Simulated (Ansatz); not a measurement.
## singlet C2: levels of theory in one basis

```xyz
2

C     0.0000    0.0000    0.0000
C     0.0000    0.0000    1.6500
```

Basis set: def2-SVP (spherical functions). Frozen core: 2 orbitals. Charge 0, multiplicity 1.

Computed with Ansatz (development build ahead of 0.2.0); each method stands on the lowest determinant of its kind that the runs found.

| method | E − E(RHF) (eV) | <S²> of the determinant |
| --- | --- | --- |
| RHF | 0.00 | 0.00 |
| UHF | -1.65 | 1.83 |
| RHF-MP2 | -5.55 | – |

Task: What does UHF-MP2 give on the same scale?

Result: -5.24 eV.

Task: Is a single determinant a sound starting point here?

Result: It is doubtful. Unrestricted orbitals lower Hartree–Fock by 1.65 eV and <S²> is 1.83 where a pure state has 0.00, a sign of strong static correlation.

Caution for RHF, RHF-MP2: an unrestricted determinant lies well below. Caution for UHF, UHF-MP2: the unrestricted determinant is a mixture of spin states. Caution for RHF-MP2, UHF-MP2: bonds are stretched, where a single reference can fail. Caution for RHF-MP2: other determinants can give a lower correlated total.
